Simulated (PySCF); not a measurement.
Gas-phase reaction: (CH3)2SiH2 + 2 (CH3)2SiCl2 + vinylsilane ⇌ 2 Si(CH3)4 + 2 SiHCl2

Energies from PySCF, thermal terms from the rigid-rotor harmonic-oscillator model, ideal gas at 1 bar. † marks an energy on the PBE0/def2-TZVP geometry and frequencies; other levels use their own. CCSD(T) freezes the core. 6-31G* has spherical d functions here. Open shells (unrestricted): SiHCl2 (multiplicity 2); the rest are closed-shell singlets. B3LYP is the form with VWN-RPA correlation. SiHCl2: computed as isolated molecules; such fragments, hydroxides, amides, oligomers or adducts are transient or little studied in the gas. CCSD(T) isn't extrapolated to the basis-set limit. The harmonic model lacks anharmonicity and excited electronic states, which grow with temperature; levels with a mode under 35 cm⁻¹ are left out. Internal rotation in (CH3)2SiH2, (CH3)2SiCl2, vinylsilane, Si(CH3)4 is treated as a harmonic vibration of one conformer, which makes the entropy rough.

| level | ΔE electronic, kJ | ΔH°(298 K), kJ | ΔS°(298 K), J/K | ΔG°(600 K), kJ |
|---|---|---|---|---|
| B3LYP/6-31G* | 180 | 192 | 7 | 187 |
| CCSD(T)/def2-SVP† | 198 | 211 | 4 | 208 |
| HF/def2-TZVP† | 149 | 161 | 4 | 159 |
| PBE0/def2-SVP† | 164 | 177 | 4 | 175 |
| PBE0/def2-TZVP | 153 | 165 | 4 | 163 |
ΔH° is lowest at HF/def2-TZVP† and highest at CCSD(T)/def2-SVP†. No reference value is set beside these.
